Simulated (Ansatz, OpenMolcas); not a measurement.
**Worked example: the enthalpy of formation of C2H6 (SMILES CC)**

C2H6: 8 atoms, total charge 0, spin state singlet. SMILES: `CC`. The coordinates come from a PBE0-D4/def2-TZVP relaxation.

Total energies at PBE/def2-SVPD (OpenMolcas 26.06); the atoms run unrestricted:

| species | state | energy (Eh) |
| --- | --- | --- |
| C2H6 | singlet | -79.646649 |
| C | triplet | -37.752188 |
| H | doublet | -0.498629 |

Harmonic wavenumbers at PBE0-D4/def2-TZVP, in cm⁻¹: 309, 822, 822, 1026, 1216, 1217, 1398, 1417, 1495, 1495, 1497, 1497, 3049, 3050, 3106, 3106, 3131, 3131.

Measured heats of formation of the gaseous atoms at 298.15 K, in kJ/mol: C 716.9, H 218.0. Take 1 Eh = 2625.50 kJ/mol, 1 cm⁻¹ = 0.0119627 kJ/mol, RT = 2.479 kJ/mol.

Question: What heat of formation follows?

Answer: 
1. Electronic atomisation energy: 2 × (-37.752188) + 6 × (-0.498629) − (-79.646649) = 1.150499 Eh = 3020.6 kJ/mol.
2. Zero-point energy: half the sum of the wavenumbers, 16392 cm⁻¹ = 196.1 kJ/mol.
3. Thermal vibrational enthalpy, Σ hcν̃/(exp(hcν̃/kT) − 1): 1.7 kJ/mol. Translation, rotation and pV of a non-linear molecule: 4 RT = 9.9 kJ/mol.
4. The 8 free atoms carry 5/2 RT each: 49.6 kJ/mol.
5. Atomisation enthalpy at 298 K: 3020.6 − 196.1 − 1.7 − 9.9 + 49.6 = 2862.5 kJ/mol.
6. Sum of the atoms' heats of formation: 2741.8 kJ/mol. Heat of formation: 2741.8 − 2862.5 = -120.7 kJ/mol.

The tabulated value is -83.8 kJ/mol (Active Thermochemical Tables), so this level is off by -36.9 kJ/mol, or 1.3 % of the atomisation enthalpy. Gradient-corrected functionals often overbind somewhat. Anharmonicity and any spin-orbit splitting of the molecule are left out.
